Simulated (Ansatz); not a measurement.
**AlHO2 (SMILES [O]=[Al][OH]) at wB97M-V/STO-3G**

Aim: the energy change on altering one bond length of AlHO2 at wB97M-V/STO-3G, from 2 runs. 

The calculation is run with Ansatz 0.2.0.

62 further runs of the same task are left out: 8 that didn't finish, 54 set aside as unsound or not needed.

## Step 1: The system as given

AlHO2 has 4 atoms, charge 0, and is taken as a singlet. As SMILES, `[O]=[Al][OH]`. Geometry: a GFN2-xTB relaxation, a rough one for these elements and not checked as a minimum.

Bond lengths: O1–Al2 1.572 Å, Al2–O3 1.628 Å, O3–H4 0.949 Å. Angles: O1–Al2–O3 180.0°, Al2–O3–H4 179.6°.

## Step 2: A single-point energy at wB97M-V/STO-3G

Contents of molecule.yaml:

```yaml
crystal:
  periodic: [false, false, false]
  atoms:
    - {symbol: O, position_ang: [-1.605830, -1.403740, -0.651200]}
    - {symbol: Al, position_ang: [-0.474020, -0.415070, -0.191330]}
    - {symbol: O, position_ang: [0.698750, 0.609040, 0.285100]}
    - {symbol: H, position_ang: [1.381100, 1.209770, 0.557430]}
basis:
  gaussian:
    orbitals: STO-3G
hamiltonian:
  xc: {name: wB97M-V}
accuracy: high
```

Command:

```
$ ansatz run molecule.yaml --threads 1 --pin off --max-ram 2610MiB --events-out events.jsonl --progress --plain --runs-dir runs
```

The log of the run:

```text
Warning: RAYON_NUM_THREADS=1 ignored (pool sized by the plan → 1); use --threads N
Functional definition: wB97M-V
  name "wB97M-V"
  parameter omega = 0.3/bohr
  parameter cx = 0.15
  parameter cx01 = 1.007
  parameter cx10 = 0.259
  parameter css00 = 0.443
  parameter css04 = -1.437
  parameter css10 = -4.535
  parameter css20 = -3.390
  parameter css43 = 4.278
  parameter cos00 = 1.000
  parameter cos10 = 1.358
  parameter cos20 = 2.924
  parameter cos21 = -8.812
  parameter cos60 = -1.390
  parameter cos61 = 9.142
  parameter b = 6.0
  parameter c = 0.01
  gx(w, u) = 1 - cx + cx01*u + cx10*w
  gss(w, u) = css00 + css04*u^4 + css10*w + css20*w^2 + css43*w^4*u^3
  gos(w, u) = cos00 + cos10*w + (cos20 + cos21*u)*w^2 + (cos60 + cos61*u)*w^6
  exchange = spin_sum(e_x_unif_sr(omega)*gx(b97_w, b97_u_x)) + cx*exact_x_sr(omega) + exact_x_lr(omega)
  correlation = spin_sum(e_c_pw_mod_same_spin*gss(b97_w, b97_u_same))
      + integral(e_c_pw_mod_opposite_spin*gos(b97_w_opposite, b97_u_opposite)) + vv10(b, c)
342 factors; integrals over basis functions are off by at most 1.7e-8 eV
134 factors; integrals over basis functions are off by at most 9.6e-10 eV
mean field evaluation 1: about -10560.9179 eV, gradient 4.2e1 eV
mean field evaluation 2: about -10528.5265 eV, gradient 1.3e2 eV
mean field evaluation 4: about -10568.8820 eV, gradient 4.5e0 eV
mean field evaluation 8: about -10568.9283 eV, gradient 4.5e-2 eV
mean field evaluation 16: about -10568.9283 eV, gradient 1.4e-6 eV
mean field -10568.92833181 eV, -388.4009523169 hartree, gradient 1.4e-8 eV, S^2 0.000000; 0 other end points of the search recorded, 0 dependent functions left out
reference -10568.92833397 eV, -388.4009523964 hartree; 15, 15 occupied and 5, 5 virtual orbitals, 342 factors
Total energy: -10568.92833397 eV, -388.4009523964 hartree
```

Run time: 8.4 s. Hardware: 1 thread of Intel Xeon 6975P-C (Granite Rapids), shared host; peak memory 0.28 GiB.

## Step 3: The distorted shape, same level

Contents of in.yaml:

```yaml
crystal:
  periodic: [false, false, false]
  atoms:
    - {symbol: O, position_ang: [-1.776434, -1.553937, -0.719289]}
    - {symbol: Al, position_ang: [-0.644624, -0.565267, -0.259419]}
    - {symbol: O, position_ang: [0.528146, 0.458843, 0.217011]}
    - {symbol: H, position_ang: [1.381100, 1.209770, 0.557430]}
basis:
  gaussian: {orbitals: STO-3G}
hamiltonian: {xc: {name: wB97M-V}}
accuracy: high
```

Command:

```
$ ansatz run in.yaml --threads 1 --pin off --max-ram 2610MiB --events-out events.jsonl --progress --plain --runs-dir runs
```

The log of the run, shortened:

```text
Warning: RAYON_NUM_THREADS=1 ignored (pool sized by the plan → 1); use --threads N
[... 2 set-up lines as earlier in the session ...]
[...]
  gx(w, u) = 1 - cx + cx01*u + cx10*w
  gss(w, u) = css00 + css04*u^4 + css10*w + css20*w^2 + css43*w^4*u^3
  gos(w, u) = cos00 + cos10*w + (cos20 + cos21*u)*w^2 + (cos60 + cos61*u)*w^6
[...]
      + integral(e_c_pw_mod_opposite_spin*gos(b97_w_opposite, b97_u_opposite)) + vv10(b, c)
342 factors; integrals over basis functions are off by at most 9.5e-9 eV
134 factors; integrals over basis functions are off by at most 8.1e-10 eV
[...]
mean field -10568.07900921 eV, -388.3697402873 hartree, gradient 1.4e-8 eV, S^2 0.000000; 0 other end points of the search recorded, 0 dependent functions left out
reference -10568.07901143 eV, -388.3697403689 hartree; 15, 15 occupied and 5, 5 virtual orbitals, 342 factors
Total energy: -10568.07901143 eV, -388.3697403689 hartree
```

Wall time 8.1 s (1 thread of Intel Xeon 6975P-C (Granite Rapids), shared host); peak memory 0.28 GiB.

## Step 4: Outcome

Level: wB97M-V/STO-3G.

| quantity | value |
| --- | --- |
| first shape: total energy | -388.40095 Eh |
| distorted shape: total energy | -388.36974 Eh |
| energy change with the O3–H4 bond stretched from 0.949 to 1.186 Å | 0.849 eV |

What this shows: With the O3–H4 bond stretched from 0.949 to 1.186 Å the energy rises by 0.85 eV (19.6 kcal/mol). The first shape isn't relaxed at this level, so the change isn't measured from a minimum. The minimal basis adds a large error of its own.
